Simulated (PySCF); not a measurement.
# A workflow on AlSiH4Cl (SMILES [SiH3][AlH][Cl])

We compute a geometry optimisation (HF/DZVP), then the harmonic vibrations, then the energy (CCSD(T)/jun-cc-pV(D+d)Z), then energy and one-electron properties (M05-2X-D3(0)/def2-TZVPP) of AlSiH4Cl. 

Program for the calculation: PySCF 2.14.0.

## (1) Starting point

The species is AlSiH4Cl (7 atoms), meant as a singlet with charge 0. As SMILES, `[SiH3][AlH][Cl]`. All atoms were displaced at random from a relaxed shape. The run starts from this shape.

Bond lengths: Si1–Al2 2.362 Å, Al2–Cl3 2.016 Å, Si1–H4 1.468 Å, Si1–H5 1.450 Å, Si1–H6 1.543 Å, Al2–H7 1.770 Å. Angles: Si1–Al2–Cl3 123.0°, Si1–Al2–H7 129.2°, Cl3–Al2–H7 107.7°, Al2–Si1–H4 112.6°, Al2–Si1–H5 108.6°, Al2–Si1–H6 109.8°, H4–Si1–H5 112.2°, H4–Si1–H6 105.6°, H5–Si1–H6 108.0°.

## (2) A structure relaxation at HF/DZVP (run 1)

start.xyz reads:

```xyz
7

Si    -0.888707     0.560014    -0.334919
Al     0.959239    -0.659903     0.487091
Cl     1.735268    -2.255059    -0.471399
H     -2.107988    -0.253031    -0.423235
H     -0.525927     1.143053    -1.612168
H     -1.227832     1.711133     0.634765
H      1.956514    -0.353606     1.916384
```

run.py reads:

```python
from pyscf import gto
from pyscf.geomopt.geometric_solver import kernel as optimise

mol = gto.Mole()
mol.atom = 'start.xyz'
mol.spin = 0
mol.max_memory = 1860
mol.basis = 'dzvp'
mol.verbose = 3
mol.build()

myscf = mol.RHF()
converged, mol_eq = optimise(myscf, maxsteps=100)
print('converged:', converged)
print(mol_eq.tostring())

myscf.reset(mol_eq)
mol = mol_eq
myscf.kernel()
etot = myscf.e_tot
print(f'total energy: {etot:.8f} hartree')
```

Launch:

```
OMP_NUM_THREADS=1 python run.py
```

The log of the run:

```text
maxiter                   100
[... 37 lines left out ...]
> Will converge when all 5 criteria are reached:
[... 20 lines left out ...]
converged SCF energy = -992.546953114942
[... 24 lines left out ...]
converged SCF energy = -992.563248511021
[... 49 lines left out ...]
converged SCF energy = -992.564260913521
[... 49 lines left out ...]
converged SCF energy = -992.564269803459
[... 38 lines left out ...]
Converged! =D
[... 1 line left out ...]
converged: True
Si         -0.88091996        0.60451596       -0.29387309
Al          1.05764199       -0.64753734        0.58051132
Cl          1.71931255       -2.33473163       -0.52985356
H          -2.05668120       -0.28291785       -0.42851601
H          -0.57370382        1.16865056       -1.62662083
H          -1.24549228        1.72117840        0.60628799
H           1.88040972       -0.33655710        1.88858318
converged SCF energy = -992.56427014881
total energy: -992.56427015 hartree
```

Run time: 53 s. Hardware: 1 thread of Intel Xeon at 2.50GHz (Skylake/Cascade Lake), shared host; peak memory 0.15 GiB.

The path in brief:

```csv
step,energy from the first frame kept (eV),largest force (eV/Å)
0,0.0000,3.6178
1,-0.4434,0.7444
2,-0.4682,0.2867
3,-0.4710,0.0597
4,-0.4712,0.0203
5,-0.4712,0.0089
6,-0.4712,0.0035
```

After the run. Bond lengths: Si1–Al2 2.468 Å, Al2–Cl3 2.125 Å, Si1–H4 1.479 Å, Si1–H5 1.479 Å, Si1–H6 1.480 Å, Al2–H7 1.576 Å. Angles: Si1–Al2–Cl3 117.5°, Si1–Al2–H7 127.2°, Cl3–Al2–H7 115.3°, Al2–Si1–H4 110.6°, Al2–Si1–H5 110.5°, Al2–Si1–H6 111.2°, H4–Si1–H5 108.2°, H4–Si1–H6 108.2°, H5–Si1–H6 108.1°.

## (3) The harmonic vibrations at HF/DZVP (run 2)

geometry.xyz reads:

```xyz
7

Si    -1.544463     1.460960    -0.178252
Al     0.394099     0.208907     0.696132
Cl     1.055770    -1.478288    -0.414233
H     -2.720224     0.573526    -0.312895
H     -1.237247     2.025095    -1.511000
H     -1.909035     2.577622     0.721909
H      1.216867     0.519887     2.004204
```

job.py reads:

```python
from pyscf import gto, scf, symm
from pyscf.hessian import thermo

mol = gto.M(
    atom='geometry.xyz',
    max_memory=1860,
    verbose=3,
    spin=0,
    basis='dzvp',
)

mf = scf.RHF(mol)
mf.kernel()

energy = mf.e_tot
print(f'total energy: {energy:.8f} hartree')
hess = mf.Hessian().kernel()
modes = thermo.harmonic_analysis(mol, hess)
thermo.dump_normal_mode(mol, modes)
symm.geom.TOLERANCE = 1e-3  # for the symmetry number
th = thermo.thermo(mf, modes['freq_au'], 800, 101325)
thermo.dump_thermo(mol, th)
```

Launch:

```
OMP_NUM_THREADS=1 python job.py
```

The log of the run:

```text
converged SCF energy = -992.564270148783
total energy: -992.56427015 hartree
[... 84 lines left out ...]
Gibbs free energy [Eh] -992.63502
```

It took 81 s on 1 thread of Intel Xeon at 2.50GHz (Skylake/Cascade Lake), shared host; peak memory 0.14 GiB.

## (4) A single-point energy at CCSD(T)/jun-cc-pV(D+d)Z (run 3)

input.py reads:

```python
from pyscf import gto, scf, cc

system = gto.M(
    atom=[
    ('Si', (-0.880920, 0.604516, -0.293873)),
    ('Al', (1.057642, -0.647537, 0.580511)),
    ('Cl', (1.719313, -2.334732, -0.529854)),
    ('H', (-2.056681, -0.282918, -0.428516)),
    ('H', (-0.573704, 1.168651, -1.626621)),
    ('H', (-1.245492, 1.721178, 0.606288)),
    ('H', (1.880410, -0.336557, 1.888583)),
],
    spin=0,
    verbose=4,
    max_memory=1860,
    basis='jun-cc-pv(d+d)z',
    charge=0,
)

hf = scf.RHF(system)
hf.kernel()

mycc = cc.CCSD(hf, frozen=15)
mycc.kernel()
e_t = mycc.ccsd_t()
energy = mycc.e_tot + e_t
print('E(%s) = %.9f' % ('CCSD(T)', energy))
hf.analyze()
```

Launch:

```
OMP_NUM_THREADS=1 python input.py
```

The log of the run:

```text
PySCF version 2.14.0

[... 102 lines left out ...]
MO #6   energy= -8.0080616601062   occ= 2
[... 18 lines left out ...]
MO #25  energy= 0.0146375066401427 occ= 0
[... 18 lines left out ...]
MO #44  energy= 0.346379639390759  occ= 0
[... 18 lines left out ...]
MO #63  energy= 0.918837204460729  occ= 0
[... 18 lines left out ...]
MO #82  energy= 1.8950170761427    occ= 0
[... 18 lines left out ...]
MO #101 energy= 5.91695394134536   occ= 0
[... 111 lines left out ...]
Dipole moment(X, Y, Z, Debye): -0.61898,  1.42171,  0.87476
```

It took 36 s on 1 thread of Intel Xeon at 2.50GHz (Skylake/Cascade Lake), shared host; peak memory 0.56 GiB.

## (5) Energy and one-electron properties at M05-2X-D3(0)/def2-TZVPP (run 4)

calc.py reads:

```python
# [SiH3][AlH][Cl]
import numpy
from pyscf import gto, scf, dft, lo

molecule = gto.Mole()
molecule.atom = '''
Si    -0.880920     0.604516    -0.293873
Al     1.057642    -0.647537     0.580511
Cl     1.719313    -2.334732    -0.529854
H     -2.056681    -0.282918    -0.428516
H     -0.573704     1.168651    -1.626621
H     -1.245492     1.721178     0.606288
H      1.880410    -0.336557     1.888583
'''
molecule.verbose = 4
molecule.basis = 'def2-tzvpp'
molecule.max_memory = 1860
molecule.build()

calc0 = dft.RKS(molecule)
calc0.xc = 'm05-2x'
calc0.disp = 'd3zero'
calc0.kernel()

e_tot = calc0.e_tot
print(f'total energy: {e_tot:.8f} hartree')
calc0.analyze()
quad = calc0.quad_moment()
occ = calc0.mo_coeff[:, calc0.mo_occ > 0]
iaos = lo.vec_lowdin(lo.iao.iao(molecule, occ), calc0.get_ovlp())
c = iaos.T @ calc0.get_ovlp() @ occ
pop_iao, q_iao = scf.hf.mulliken_pop(lo.iao.reference_mol(molecule), (c * calc0.mo_occ[calc0.mo_occ > 0]) @ c.T, numpy.eye(c.shape[0]), verbose=0)
print('IAO charges', numpy.round(q_iao, 4))
```

Launch:

```
OMP_NUM_THREADS=1 python calc.py
```

The log of the run:

```text
PySCF version 2.14.0

[... 103 lines left out ...]
MO #18  energy= -0.49396307328681  occ= 2
[... 32 lines left out ...]
MO #51  energy= 0.449333072017196  occ= 0
[... 32 lines left out ...]
MO #84  energy= 1.18510061811277   occ= 0
[... 32 lines left out ...]
MO #117 energy= 2.36012686456849   occ= 0
[... 32 lines left out ...]
MO #150 energy= 3.8638050467046    occ= 0
[... 224 lines left out ...]
Dipole moment(X, Y, Z, Debye): -0.62066,  1.21328,  0.63825
[... 2 lines left out ...]
IAO charges [ 0.1818  0.6758 -0.3659 -0.0941 -0.0942 -0.1014 -0.2018]
```

It took 59 s on 1 thread of Intel Xeon at 2.50GHz (Skylake/Cascade Lake), shared host; peak memory 1.7 GiB.

Atomic charges (e):

```csv
atom,Mulliken,IAO
Si1,-0.083,+0.182
Al2,+0.460,+0.676
Cl3,-0.237,-0.366
H4,-0.003,-0.094
H5,-0.003,-0.094
H6,-0.006,-0.101
H7,-0.128,-0.202
```

## (6) Results

```
                                                                    quantity              value
                                     run 1, HF/DZVP: total energy at the end      -992.56427 Eh
                                               run 1, HF/DZVP: dipole moment             2.03 D
                                                 run 1, HF/DZVP: HOMO energy          -10.45 eV
                                                 run 1, HF/DZVP: LUMO energy            0.61 eV
                                               run 1, HF/DZVP: HOMO–LUMO gap           11.07 eV
                                  run 2, HF/DZVP: lowest harmonic wavenumber            26 cm⁻¹
                                 run 2, HF/DZVP: highest harmonic wavenumber          2344 cm⁻¹
                                           run 2, HF/DZVP: zero-point energy        91.5 kJ/mol
      run 2, HF/DZVP: ideal-gas entropy at 800 K (symmetry number 1 as used)  104.5 cal/(mol K)
                                run 3, CCSD(T)/jun-cc-pV(D+d)Z: total energy      -993.11827 Eh
        run 3, CCSD(T)/jun-cc-pV(D+d)Z: dipole moment (Hartree–Fock density)             1.78 D
         run 3, CCSD(T)/jun-cc-pV(D+d)Z: HOMO energy (Hartree–Fock orbitals)          -10.42 eV
         run 3, CCSD(T)/jun-cc-pV(D+d)Z: LUMO energy (Hartree–Fock orbitals)            0.40 eV
       run 3, CCSD(T)/jun-cc-pV(D+d)Z: HOMO–LUMO gap (Hartree–Fock orbitals)           10.82 eV
run 3, CCSD(T)/jun-cc-pV(D+d)Z: correlation energy (15 core orbitals frozen)         -363.3 mEh
                              run 3, CCSD(T)/jun-cc-pV(D+d)Z: (T) correction          -8.49 mEh
                               run 3, CCSD(T)/jun-cc-pV(D+d)Z: T1 diagnostic              0.012
                                run 4, M05-2X-D3(0)/def2-TZVPP: total energy      -994.58823 Eh
                               run 4, M05-2X-D3(0)/def2-TZVPP: dipole moment             1.50 D
                                 run 4, M05-2X-D3(0)/def2-TZVPP: HOMO energy           -8.92 eV
                                 run 4, M05-2X-D3(0)/def2-TZVPP: LUMO energy           -1.31 eV
                               run 4, M05-2X-D3(0)/def2-TZVPP: HOMO–LUMO gap            7.61 eV
                           run 4, M05-2X-D3(0)/def2-TZVPP: dispersion energy       -0.47 kJ/mol
```

The optimisation (run 1, HF/DZVP) took 6 steps and changed the energy by -0.471 eV. All 15 modes (run 2, HF/DZVP) are real, though the softest (26 cm⁻¹) is within numerical noise. Mulliken charges (run 2, HF/DZVP) run from -0.36 on Cl3 to +0.52 on Al2. The triples (run 3, CCSD(T)/jun-cc-pV(D+d)Z) make up 2.3 % of the correlation energy.
